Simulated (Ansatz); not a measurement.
The input (input.yaml):

```yaml
crystal:
  periodic: [false, false, false]
  atoms:
    - { symbol: Si, position_ang: [-0.011022, 0.010162, -0.304813] }
    - { symbol: H, position_ang: [-0.03259, -0.121775, 1.161777] }
    - { symbol: F, position_ang: [1.51835, -0.132024, -0.796612] }
    - { symbol: H, position_ang: [-0.507636, 1.3339, -0.720625] }
    - { symbol: H, position_ang: [-0.797991, -1.063855, -0.937702] }
    - { symbol: O, position_ang: [-0.717854, -0.222392, 4.099675] }
    - { symbol: H, position_ang: [0.158344, -0.605116, 4.083501] }
magnetization:
  spin_polarized: true
  initial_magnetization: 1
basis:
  gaussian: { orbitals: def2-SVP }
hamiltonian:
  xc: hf
neb:
  order_check: false
  images: 5
  f_tol: 0.03
  max_iterations: 60
  final_atoms:
    - { symbol: Si, position_ang: [0.44572219, -0.11114197, -0.23006743] }
    - { symbol: H, position_ang: [-0.23074829, 0.61872967, 3.12964586] }
    - { symbol: F, position_ang: [0.95389794, -0.13836686, -1.77427452] }
    - { symbol: H, position_ang: [-0.34978278, 1.12287468, -0.07033444] }
    - { symbol: H, position_ang: [-0.35823345, -1.33472519, -0.03303894] }
    - { symbol: O, position_ang: [-0.37699172, -0.08874505, 2.51951615] }
    - { symbol: H, position_ang: [-0.47426287, -0.86972529, 3.04375432] }
  initial_path:
    images:
      - { positions_ang: [[-0.011022, 0.010162, -0.304813], [-0.03259, -0.121775, 1.161777], [1.51835, -0.132024, -0.796612], [-0.507636, 1.3339, -0.720625], [-0.797991, -1.063855, -0.937702], [-0.717854, -0.222392, 4.099675], [0.158344, -0.605116, 4.083501]] }
      - { positions_ang: [[-0.01028154, 0.00642907, -0.2034106], [-0.01576891, -0.08275252, 1.3442454], [1.5056084, -0.11398059, -0.71559624], [-0.552112, 1.29778768, -0.63853965], [-0.78701865, -1.09390522, -0.78431567], [-0.46580013, -0.15076788, 3.7394566], [-0.06502618, -0.66391053, 3.84336116]] }
      - { positions_ang: [[-0.00954107, 0.00269614, -0.1020082], [0.00105217, -0.04373003, 1.5267138], [1.4928668, -0.09593719, -0.63458048], [-0.596588, 1.26167537, -0.5564543], [-0.77604629, -1.12395545, -0.63092934], [-0.21374625, -0.07914377, 3.3792382], [-0.28839636, -0.72270507, 3.60322131]] }
      - { positions_ang: [[-0.00880061, -0.0010368, -0.0006058], [0.01787326, -0.00470755, 1.70918221], [1.4801252, -0.07789378, -0.55356472], [-0.641064, 1.22556305, -0.47436894], [-0.76507394, -1.15400567, -0.47754302], [0.03830762, -0.00751965, 3.0190198], [-0.51176653, -0.7814996, 3.36308147]] }
      - { positions_ang: [[0.14270699, -0.03773852, -0.07709301], [-0.06500059, 0.20310486, 2.18267009], [1.30471611, -0.09805147, -0.96046799], [-0.54397026, 1.19133359, -0.33969078], [-0.62946044, -1.21424551, -0.32937499], [-0.10012549, -0.03459478, 2.85251859], [-0.49926531, -0.81090817, 3.25663909]] }
      - { positions_ang: [[0.29421459, -0.07444025, -0.15358022], [-0.14787444, 0.41091727, 2.65615798], [1.12930702, -0.11820916, -1.36737126], [-0.44687652, 1.15710414, -0.20501261], [-0.49384695, -1.27448535, -0.18120696], [-0.23855861, -0.06166991, 2.68601737], [-0.48676409, -0.84031673, 3.1501967]] }
      - { positions_ang: [[0.44572219, -0.11114197, -0.23006743], [-0.23074829, 0.61872967, 3.12964586], [0.95389794, -0.13836686, -1.77427452], [-0.34978278, 1.12287468, -0.07033444], [-0.35823345, -1.33472519, -0.03303894], [-0.37699172, -0.08874505, 2.51951615], [-0.47426287, -0.86972529, 3.04375432]] }
```

Launched with:

```bash
$ ansatz run input.yaml --threads 1 --pin off --max-ram 2048MiB --backend cpu --events-out ev --progress --plain --runs-dir out
```

Hardware: 1 thread of Intel(R) Xeon(R) 6975P-C (Granite Rapids), with other jobs on the host.

Roughly how long does this run take, and how much memory?

110 s, with a peak of 0.17 GiB, for 32 band iterations.
